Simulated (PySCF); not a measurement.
The dipole of `CC(=O)Cl` (acetyl chloride) from its density and from atomic charges.

Coordinates (GFN2-xTB, Å) and charges (e) from the PBE0/pcSseg-1 density (PySCF):

```json
{"atom": "C1", "x": "-0.681", "y": "-0.064", "z": "0.066", "Mulliken": "-0.2470", "IAO": "-0.4740", "Hirshfeld": "-0.1142", "ESP-fitted": "-0.3729"}
{"atom": "C2", "x": "0.747", "y": "0.306", "z": "-0.116", "Mulliken": "+0.1956", "IAO": "+0.3802", "Hirshfeld": "+0.1933", "ESP-fitted": "+0.5557"}
{"atom": "O3", "x": "1.217", "y": "1.372", "z": "-0.319", "Mulliken": "-0.2837", "IAO": "-0.3401", "Hirshfeld": "-0.1993", "ESP-fitted": "-0.3941"}
{"atom": "Cl4", "x": "1.808", "y": "-1.114", "z": "0.006", "Mulliken": "-0.1406", "IAO": "-0.1109", "Hirshfeld": "-0.0720", "ESP-fitted": "-0.1910"}
{"atom": "H5", "x": "-1.302", "y": "0.824", "z": "-0.020", "Mulliken": "+0.1516", "IAO": "+0.1757", "Hirshfeld": "+0.0629", "ESP-fitted": "+0.1424"}
{"atom": "H6", "x": "-0.817", "y": "-0.523", "z": "1.043", "Mulliken": "+0.1622", "IAO": "+0.1846", "Hirshfeld": "+0.0647", "ESP-fitted": "+0.1299"}
{"atom": "H7", "x": "-0.969", "y": "-0.795", "z": "-0.687", "Mulliken": "+0.1620", "IAO": "+0.1845", "Hirshfeld": "+0.0645", "ESP-fitted": "+0.1300"}
```

Task: Compute μ = Σ q r for each scheme (1 e·Å = 4.803 D) and compare with the dipole of the full density.

Result: The full density gives (-2.71, -0.96, 0.38) D, 2.90 D in size; dipole vectors point from the negative to the positive end.

| scheme | μx | μy | μz | size (D) | share of the full size (%) | angle to the full dipole (°) |
| --- | --- | --- | --- | --- | --- | --- |
| Mulliken | -3.71 | -1.18 | 0.51 | 3.92 | 135 | 2 |
| IAO | -2.72 | -1.42 | 0.45 | 3.10 | 107 | 8 |
| Hirshfeld | -1.67 | -0.77 | 0.26 | 1.86 | 64 | 5 |
| ESP-fitted | -2.75 | -0.90 | 0.38 | 2.92 | 101 | 1 |

Task: Which set comes closest?

Result: Length of the difference vector: ESP-fitted 0.07 D, IAO 0.46 D, Mulliken 1.03 D, Hirshfeld 1.06 D. Closest: ESP-fitted. 

Task: What is left for the Hirshfeld atoms' own dipoles?

Result: The Hirshfeld atoms' densities add up to the full density, so μ = Σ q r + Σ (atomic dipoles). The atomic dipoles sum to (-2.71, -0.96, 0.38) − (-1.67, -0.77, 0.26) = (-1.04, -0.19, 0.12) D, 1.06 D in size.

Task: With the origin at the mean of the coordinates, (0.000, 0.001, -0.004) Å, which are the largest single terms, by size, of the ESP-fitted dipole along the direction of the full one?

Result: O3 +3.09, C2 -2.17, Cl4 +1.21, C1 -1.20, H7 +0.67 D; all 7 atoms together +2.92 D. The single terms depend on the origin, their sum doesn't.

Task: Give the size of the full dipole in other units.

Result: 2.90 D = 1.141 au = 0.604 e·Å = 9.67 × 10⁻³⁰ C·m.

Isolated species at its GFN2-xTB geometry, gas phase.

The run behind these numbers computed NMR shieldings as well. On one thread, x86-64 server, on a shared host, this took 12 s wall.
